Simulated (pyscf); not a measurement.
**Substitution at O: H₃C–CH₂–OH + O [triplet] → •O–OH + •H₂C–CH₃**

Gas phase, triplet surface, charge 0. Bonds broken: O1–C3. Bonds formed: O1–O2. Optimised with ωB97X-D3(BJ)/def2-SVP in PySCF.

Transition state (Å):

```xyz
10

O      1.5861    -0.1717    -0.1876
O      2.4244     0.0893    -1.4904
C      0.5780    -0.1076     1.4966
C     -0.8500     0.0208     1.0707
H      1.3563    -1.0945    -0.3816
H      1.0639     0.7836     1.9037
H      0.8931    -1.0431     1.9751
H     -1.2096    -0.8831     0.5528
H     -1.5114     0.1793     1.9437
H     -0.9819     0.8809     0.3963
```

One imaginary mode, 1150i cm⁻¹; descent along it reached the two sides named, in the forms told below.

```json
[
 {"bond": "O1–C3", "change": "breaks", "reactant side (Å)": "1.416", "saddle": "1.964", "product side": "2.8"},
 {"bond": "O1–O2", "change": "forms", "reactant side (Å)": "2.523", "saddle": "1.571", "product side": "1.298"}
]
```

Electronic energies relative to the separated reactants (eV):

```csv
level,barrier,reaction energy,reverse barrier
ωB97X-D3(BJ)/def2-TZVP,2.26,+1.18,1.08
PBE/def2-TZVP,1.27,+0.63,0.64
r²SCAN/def2-TZVP,1.60,+0.89,0.71
B3LYP-D3(BJ)/def2-TZVP,1.85,+1.07,0.78
PBE0-D3(BJ)/def2-TZVP,2.05,+1.12,0.93
M06-2X/def2-TZVP,2.46,+1.38,1.08
ωB97M-D3(BJ)/def2-TZVP,2.28,+1.26,1.02
HF/def2-TZVP,3.52,+2.43,1.09
```

With ωB97M-D3(BJ)/def2-TZVP energies and thermal terms (ideal gas, 1 atm, RRHO with modes under 100 cm⁻¹ raised to 100, one conformer, R ln 2 for rigid chiral ones), in eV:

```tsv
T (K)	ΔH‡	ΔG‡	ΔH	ΔG
298	2.17	2.47	+1.11	+0.93
600	2.19	2.77	+1.11	+0.75
900	2.20	3.06	+1.09	+0.57
1200	2.19	3.35	+1.07	+0.40
```

On the product side the descent ends in a complex, 0.26 eV under the separated species and 1.34 eV under the saddle at ωB97X-D3(BJ)/def2-TZVP. •O–OH + •H₂C–CH₃ also meet on a surface of lower spin, which isn't treated here. This is the saddle that the search found; another between the same sides may lie lower. The angle at the attacked O is 168°. Left out: orbital degeneracy and the spin-orbit lowering of O.
